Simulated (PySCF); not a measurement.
Spectrum to structure. Method used: TDDFT CAM-B3LYP/def2-SVPD, vertical, gas phase, core orbitals frozen in the response (PySCF). Geometries: GFN2-xTB, one conformer each.

```csv
state,E (eV),f
S1,6.72,0.070
S2,6.96,0.018
S3,7.42,0.012
S4,7.80,0.0079
S5,7.97,0.0017
S6,8.24,0.043
S7,8.40,0.016
S8,8.69,0.050
```

**Question.** Which structure fits? All have the formula C4H4F2.
A. `C#C[C@@H](F)CF`
B. `F/C=C\C=C/F`
C. `C=C/C(F)=C\F`
D. `FC[C@@H]1C=C1F`

**Answer.** D. Its S1, at 6.72 eV, is the highest among the candidates; the nearest of the others has S1 at 6.33 eV. S1 is HOMO→LUMO (93%). Löwdin shares by element: HOMO carbon 69% or more, fluorine 9% or more (atoms not listed hold the other 22%); LUMO carbon 62% or more, hydrogen 10% or more, fluorine 9% or more (atoms not listed hold the other 19%). At the same level the other candidates give, for their lowest levels:
- `C=C/C(F)=C\F`: 5.75 eV (f 0.615); 6.69 eV (f 0.006); 6.80 eV (f 0.000); 7.48 eV (f 0.066); 7.58 eV (f 0.018); T1 3.11 eV; HOMO -8.29, LUMO -0.18 eV
- `C#C[C@@H](F)CF`: 6.33 eV (f 0.000); 6.82 eV (f 0.001); 7.03 eV (f 0.001); 8.11 eV (f 0.062); 8.37 eV (f 0.067); T1 5.37 eV; HOMO -9.95, LUMO 1.00 eV
- `F/C=C\C=C/F`: 5.88 eV (f 0.670); 6.52 eV (f 0.000); 6.94 eV (f 0.032); 7.30 eV (f 0.001); 7.64 eV (f 0.000); T1 3.17 eV; HOMO -8.11, LUMO 0.09 eV

The values belong to the conformer `[F:1][CH2:2][C@@H:3]1[CH:4]=[C:5]1[F:6]`: F1–C2–C3–C4 -90°.
Triplets come from the Tamm–Dancoff approximation.
